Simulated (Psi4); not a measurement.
# doublet [SiH4O2]+ at 3 levels

We compute a comparison of 3 runs (UHF/STO-3G, U-wB97X-V/def2-SVPD, UHSE06/def2-SVPD) of doublet [SiH4O2]+. 

The results are computed with Psi4 1.11.

### 1 The molecule

The species is [SiH4O2]+ (7 atoms), meant as a doublet with charge +1. SMILES of the parent species: `O[SiH2]O`. Geometry: relaxed at PBE0-D4/def2-TZVP. This is one conformer, not always the lowest. That shape belongs to the parent species and isn't relaxed for this state.

Bond lengths: O1–Si2 1.642 Å, Si2–O3 1.642 Å, O1–H4 0.958 Å, Si2–H5 1.481 Å, Si2–H6 1.481 Å, O3–H7 0.958 Å. Angles: O1–Si2–O3 113.5°, O1–Si2–H5 111.5°, O1–Si2–H6 103.9°, O3–Si2–H5 103.9°, O3–Si2–H6 111.5°, Si2–O1–H4 117.7°, Si2–O3–H7 117.7°, H5–Si2–H6 112.9°.

### 2 The energy at UHF/STO-3G (run 1)

run.py reads:

```python
import psi4

psi4.set_memory('2200 MB')
psi4.set_num_threads(1)
psi4.core.set_output_file('output.dat', False)

geom = psi4.geometry("""
1 2
O
Si 1 1.641761
O 2 1.641767 1 113.50252
H 1 0.958338 2 117.72956 3 -66.04755
H 2 1.481129 1 111.47697 4 50.83142
H 2 1.481123 5 112.90797 3 120.91961
H 3 0.958323 2 117.72959 6 50.83039
symmetry c1
no_reorient
no_com
""")

options = {'basis': 'STO-3G', 'reference': 'uhf', 'puream': True, 'e_convergence': 1e-09, 'd_convergence': 1e-08, 'scf_type': 'pk', 'maxiter': 100}
psi4.set_options(options)

E = psi4.energy("hf")
print('E =', round(E, 9))
```

Started as:

```
$ python run.py
```

output.dat:

```text
[...]
  Running in c1 symmetry.
[...]
  Nuclear repulsion =  120.473967177333449
[...]
  Multiplicity = 2
[...]
  Nalpha       = 17
  Nbeta        = 16
[...]
    Number of basis functions: 23
[...]
   @UHF iter   1:  -435.18781537216785   -1.74382e+00   1.40342e-02 ADIIS/DIIS
[...]
   @UHF iter  27:  -435.29216506940907   -6.82121e-13   4.86021e-09 DIIS
[...]
   @S^2 Observed:                7.695313383E-01
[...]
  @UHF Final Energy:  -435.29216506940907
   => Energetics <=
    Nuclear Repulsion Energy =            120.4739671773334493
    One-Electron Energy =                -835.7497719411537673
    Two-Electron Energy =                 279.9836396944112948
    Total Energy =                       -435.2921650694090658
  UHF NO Occupations:
  HONO-2 :   15  A 1.9965764
  HONO-1 :   16  A 1.9952855
[...]
 Multipole Moments:
 ------------------------------------------------------------------------------------
     Multipole            Electronic (a.u.)      Nuclear  (a.u.)        Total (a.u.)
 ------------------------------------------------------------------------------------
 L = 1.  Multiply by 2.5417464519 to convert [e a0] to [Debye]
 Dipole X            :         -0.0000740            0.0000356           -0.0000384
 Dipole Y            :         -0.6779291            0.5138097           -0.1641194
 Dipole Z            :         -0.4444349            0.3368844           -0.1075504
 Magnitude           :                                                    0.1962200
[...]
```

Standard output:

```text
E = -435.292165069
```

Run time: 2.3 s. Hardware: 1 thread of Intel Xeon Platinum 8259CL at 2.50GHz (Skylake/Cascade Lake), shared host; peak memory 0.18 GiB.

### 3 The energy at U-wB97X-V/def2-SVPD (run 2)

h4o2si.dat reads:

```
memory 2200 MB

molecule system {
  1 2
  O     -1.385150    -0.243860    -0.354380
  Si     0.051410     0.422210     0.079240
  O      1.274030    -0.668570     0.183160
  H     -1.456660    -0.615580    -1.234790
  H      0.526670     1.393040    -0.933360
  H     -0.229300     1.048860     1.391580
  H      1.219010    -1.336090     0.868560
  units angstrom
  symmetry c1
  no_reorient
  no_com
}

set {
  reference            uks
  puream               true
  e_convergence        1e-09
  d_convergence        1e-08
  scf_type             pk
  dft_radial_points    99
  dft_spherical_points 590
  maxiter              100
}

result, w = energy('wb97x-v/def2-SVPD', return_wfn=True)
```

Started as:

```
$ psi4 -i h4o2si.dat -o h4o2si.out -n 1
```

h4o2si.out:

```text
[...]
  Running in c1 symmetry.
[...]
  Nuclear repulsion =  120.473951977127712
[...]
  Multiplicity = 2
[...]
  Nalpha       = 17
  Nbeta        = 16
[...]
    Number of basis functions: 102
[...]
   @UKS iter   1:  -441.49552361280570   -2.04524e-02   7.00483e-03 DIIS/ADIIS
[...]
   @UKS iter  19:  -441.70916291083768   -1.25056e-12   2.67171e-09 DIIS
[...]
   @S^2 Observed:                7.616853176E-01
[...]
  @UKS Final Energy:  -441.70916291083768
   => Energetics <=
    Nuclear Repulsion Energy =            120.4739519771277116
    One-Electron Energy =                -840.8594821147728453
    Two-Electron Energy =                 307.1275193710346798
    DFT Exchange-Correlation Energy =     -28.5878991155232356
    Empirical Dispersion Energy =           0.0000000000000000
    VV10 Nonlocal Energy =                  0.1367469712959578
    Total Energy =                       -441.7091629108376765
[...]
 Multipole Moments:
 ------------------------------------------------------------------------------------
     Multipole            Electronic (a.u.)      Nuclear  (a.u.)        Total (a.u.)
 ------------------------------------------------------------------------------------
 L = 1.  Multiply by 2.5417464519 to convert [e a0] to [Debye]
 Dipole X            :          0.2396419           -0.2069250            0.0327169
 Dipole Y            :          1.9667664           -1.6974843            0.2692821
 Dipole Z            :          0.3687436           -0.3182488            0.0504948
 Magnitude           :                                                    0.2759221
[...]
```

Run time: 4.6 min. Hardware: 1 thread of Intel Xeon Platinum 8259CL at 2.50GHz (Skylake/Cascade Lake), shared host; peak memory 1.1 GiB.

### 4 Energy and forces at UHSE06/def2-SVPD (run 3)

job.py reads:

```python
import psi4

psi4.set_memory('2200 MB')
psi4.set_num_threads(1)
psi4.set_output_file('h4o2si.out', False)

mol = psi4.geometry("""
1 2
O     -1.385150    -0.243860    -0.354380
Si     0.051410     0.422210     0.079240
O      1.274030    -0.668570     0.183160
H     -1.456660    -0.615580    -1.234790
H      0.526670     1.393040    -0.933360
H     -0.229300     1.048860     1.391580
H      1.219010    -1.336090     0.868560
symmetry c1
""")

options = {'basis': 'def2-SVPD', 'reference': 'uks', 'puream': True, 'e_convergence': 1e-09, 'd_convergence': 1e-08, 'scf_type': 'pk', 'dft_radial_points': 99, 'dft_spherical_points': 590, 'maxiter': 100}
psi4.set_options(options)

e_tot, wfn = psi4.gradient('hse06', return_wfn=True)
psi4.oeprop(wfn, 'MAYER_INDICES', 'LOWDIN_CHARGES', 'MULLIKEN_CHARGES')
print('gradient / Eh bohr^-1')
print(e_tot.np.round(6))
print(f'energy = {wfn.energy():.10f} Eh')
```

Started as:

```
$ python job.py
```

h4o2si.out:

```text
[...]
  Running in c1 symmetry.
[...]
  Nuclear repulsion =  120.473951977127712
[...]
  Multiplicity = 2
[...]
  Nalpha       = 17
  Nbeta        = 16
[...]
    Number of basis functions: 102
[...]
   @UKS iter   1:  -441.26735280243520    2.41396e-01   8.45121e-03 ADIIS/DIIS
[...]
   @UKS iter  17:  -441.56236145462583   -1.59162e-12   1.18038e-09 DIIS
[...]
   @S^2 Observed:                7.596882015E-01
[...]
  @UKS Final Energy:  -441.56236145462583
   => Energetics <=
    Nuclear Repulsion Energy =            120.4739519771277116
    One-Electron Energy =                -840.9715096007485045
    Two-Electron Energy =                 308.9919341715921632
    DFT Exchange-Correlation Energy =     -30.0567380025972284
    Empirical Dispersion Energy =           0.0000000000000000
    VV10 Nonlocal Energy =                  0.0000000000000000
    Total Energy =                       -441.5623614546258295
[...]
  -Total Gradient:
     Atom            X                  Y                   Z
    ------   -----------------  -----------------  -----------------
       1       -0.000757535193    -0.017776229443     0.001683808159
       2        0.002588518153     0.021310060867     0.003995512590
       3       -0.003309197442    -0.015670096262    -0.007945682404
       4        0.006972315515     0.016884307336     0.008900830689
       5        0.001335866682    -0.015301553038     0.011093888792
       6       -0.004363510354    -0.009568191759    -0.015759003186
       7       -0.002471105103     0.020083559317    -0.001976515431
[...]
```

On the terminal:

```text
gradient / Eh bohr^-1
[[-0.000758 -0.017776  0.001684]
 [ 0.002589  0.02131   0.003996]
 [-0.003309 -0.01567  -0.007946]
 [ 0.006972  0.016884  0.008901]
 [ 0.001336 -0.015302  0.011094]
 [-0.004364 -0.009568 -0.015759]
 [-0.002471  0.020084 -0.001977]]
energy = -441.5623614546 Eh
```

It took 2 min on 1 thread of Intel Xeon Platinum 8259CL at 2.50GHz (Skylake/Cascade Lake), shared host; peak memory 1.1 GiB.

### 5 The series

| run | level | integration grid | task | energy (Eh) | HOMO energy (eV) | LUMO energy (eV) | ⟨S²⟩ | wall time |
| --- | --- | --- | --- | --- | --- | --- | --- | --- |
| 1 | UHF/STO-3G | – | energy | -435.292165 | -13.22 | -8.29 | 0.770 | 2.3 s |
| 2 | U-wB97X-V/def2-SVPD | 99 radial × 590 angular | energy | -441.709163 | -18.20 | -11.94 | 0.762 | 4.6 min |
| 3 | UHSE06/def2-SVPD | 99 radial × 590 angular | gradient | -441.562361 | -15.52 | -14.13 | 0.760 | 2 min |

### 6 Results

| quantity | value |
| --- | --- |
| run 3: total energy | -441.56236 Eh |
| run 3: HOMO energy (highest over α and β) | -15.52 eV |
| run 3: LUMO energy (lowest over α and β) | -14.13 eV |
| run 3: ⟨S²⟩ | 0.760 |
| run 3: largest force on an atom | 1.123 eV/Å |

In words: Totals of different functionals can't be ranked against each other. In run 1 the basis is minimal, so the values are rough. All runs together took 6.6 min, the longest 4.6 min.
